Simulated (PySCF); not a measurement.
# How good is the calculation?

Molfile (atoms numbered from 1):
```
C5H6S
     RDKit          3D

 12 12  0  0  0  0  0  0  0  0999 V2000
   -1.7228   -0.1720   -0.1511 C   0  0  0  0  0  0  0  0  0  0  0  0
   -0.2602    0.1113   -0.0115 C   0  0  0  0  0  0  0  0  0  0  0  0
    0.7545   -0.8978   -0.0063 C   0  0  0  0  0  0  0  0  0  0  0  0
    2.0175   -0.3897    0.1325 C   0  0  0  0  0  0  0  0  0  0  0  0
    1.9975    1.3222    0.2592 S   0  0  0  0  0  0  0  0  0  0  0  0
    0.2851    1.3642    0.1255 C   0  0  0  0  0  0  0  0  0  0  0  0
   -2.3146    0.7533   -0.1257 H   0  0  0  0  0  0  0  0  0  0  0  0
   -1.9400   -0.6858   -1.1012 H   0  0  0  0  0  0  0  0  0  0  0  0
   -2.0817   -0.8251    0.6603 H   0  0  0  0  0  0  0  0  0  0  0  0
    0.5462   -1.9651   -0.1031 H   0  0  0  0  0  0  0  0  0  0  0  0
    2.9613   -0.9324    0.1670 H   0  0  0  0  0  0  0  0  0  0  0  0
   -0.2429    2.3169    0.1544 H   0  0  0  0  0  0  0  0  0  0  0  0
  1  2  1  0
  2  3  1  0
  3  4  2  0
  4  5  1  0
  5  6  1  0
  6  2  2  0
  1  7  1  0
  1  8  1  0
  1  9  1  0
  3 10  1  0
  4 11  1  0
  6 12  1  0
M  END
```

Published estimates (parent shift plus substituent increments) and measurements: δ 1H H11 7.16; H10 6.87; H12 6.86 ppm (estimated from measurements, as parent shift plus tabulated substituent increment; solution, not stated per compound (mostly CDCl3 or CCl4); Pretsch, Buehlmann, Badertscher, Structure Determination of Organic Compounds, 4th ed. (2009)).

Calculated, not measured (PySCF 2.14): shielding tensors at PBE0/pcSseg-1 (GIAO), PBE0-D3(BJ)/def2-SVP structure. Single conformer, in vacuum, averaged over atoms made equivalent by symmetry, fast rotation or ring inversion, no relativistic terms.

Task: How close does the calculation come?

Result: 
Reference values: estimated from measurements, as parent shift plus tabulated substituent increment (solution, not stated per compound (mostly CDCl3 or CCl4); Pretsch, Buehlmann, Badertscher, Structure Determination of Organic Compounds, 4th ed. (2009)).
```
atoms  quantity  reference  computed  computed, scaled
  H11      δ 1H       7.16      7.09              6.93
  H10      δ 1H       6.87      6.98              6.83
  H12      δ 1H       6.86      6.74              6.60
```

Computed shifts are σ(ref) − σ with the named reference compound (TMS for H and C) calculated as an isolated molecule at the same level. The measured values may be among those fitted. Shieldings were converted by linear fits to measured shifts (mostly CDCl3, TMS scale, for H and C): 1H (scatter 0.21 ppm rms). A few per cent of atoms miss by over 2 rms, more outside the fitted compound classes.

Task: How far are the unscaled 1H shifts from the references?

Result: Mean signed difference -0.03 ppm, mean absolute 0.10 ppm over 3 comparisons; the largest is -0.12 ppm at H12 (hydrogen on an aromatic CH next to the ring sulfur).
